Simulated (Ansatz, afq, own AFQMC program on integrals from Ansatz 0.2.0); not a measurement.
Integrals from Ansatz 0.2.0, then the random walk in our own AFQMC program (afq).

```yaml
crystal:
  periodic: [false, false, false]
  atoms:
    - {symbol: O, position_ang: [0.350606, -0.438501, 2.213732]}
    - {symbol: H, position_ang: [-0.525706, -0.016199, 2.298968]}
basis:
  gaussian: {orbitals: def2-SVP}
magnetization: {spin_polarized: true, initial_magnetization: 1}
correlation: {method: ccsd_t, electrons: outside_noble_gas, hamiltonian_folder: ham}
```

```sh
$ ansatz run in.yaml --threads 1 --pin off --events-out ev --progress --plain --max-ram 24576MiB --backend cuda --devices 0, --max-vram 18GiB
```

afq runs on the folder ham with

```
--method free --trial cisd --walkers 4000 --time-step 0.03 --max-blocks 4000 --target-error 0.00019 --factor-cut 1e-05 --seed 6642 --times 0,0.3,0.6,1.2,1.8,2.4,3.6,4.8,6 --taylor-order 8
```

Times are imaginary, in 1/Eh. The walk had a cap of 61 s.

afq prints:

```
orbitals 18  electrons 4 3  factors 112 of 183
reference energy -75.32487845 Eh
CCSD correlation -0.16354154 Eh in 9 cycles, weight of the determinant in the CISD state 0.9566
repeat  energy at the last time / Eh  error
    10  -75.490550  0.000088
    20  -75.490637  0.000077
    30  -75.490604  0.000059
time / (1/Eh)  energy / Eh  error  mean overlap
  0.00  -75.488424  0.000015  1.0455
  0.30  -75.490214  0.000018  1.0452
  0.60  -75.490546  0.000021  1.0446
  1.20  -75.490686  0.000026  1.0402
  1.80  -75.490687  0.000024  1.0365
  2.40  -75.490642  0.000028  1.0349
  3.60  -75.490678  0.000040  1.0352
  4.80  -75.490689  0.000047  1.0353
  6.00  -75.490622  0.000060  1.0378
energy -75.490622 +/- 0.000060 Eh
```

The run passed its tests (error under three times the target), which doesn't prove that it has relaxed.

Against this walk (error 1.6 meV) on the same determinant: CCSD(T) 11.8 meV higher, CCSDT(Q) 0.3 meV lower (within the noise), CCSDTQ 0.6 meV lower (within the noise), full CI (a separate run on its own orbitals, whose frozen core shifts it by up to a few meV) 0.1 meV higher (within the noise). The error is statistical, and a free projection of finite length keeps a remainder of its start. The last points scatter (meV from the last: -1.8 ± 0.7 at 1.80, -0.5 ± 0.7 at 2.40, -1.5 ± 1.1 at 3.60, -1.8 ± 1.3 at 4.80, 0.0 ± 1.6 at 6.00); the last is the one printed as the energy, and the gaps above move with that scatter.

Cautions: remainder of the start not in the error; full CI with its own frozen core.

The walk took 17 s on 1 thread of a server CPU with a shared H100 80 GB, shared host (the card was shared). The log's last line is the free-projection energy.

CCSDT and higher add their correlation energy to the determinant of the CCSD(T) run, since their own runs factorise the integrals more tightly (a shift of under 2 meV). A walk keeps the symmetry of its determinant, which the program's search chose and which needn't be the lowest solution, so a lower state of the same spin and another symmetry isn't excluded.
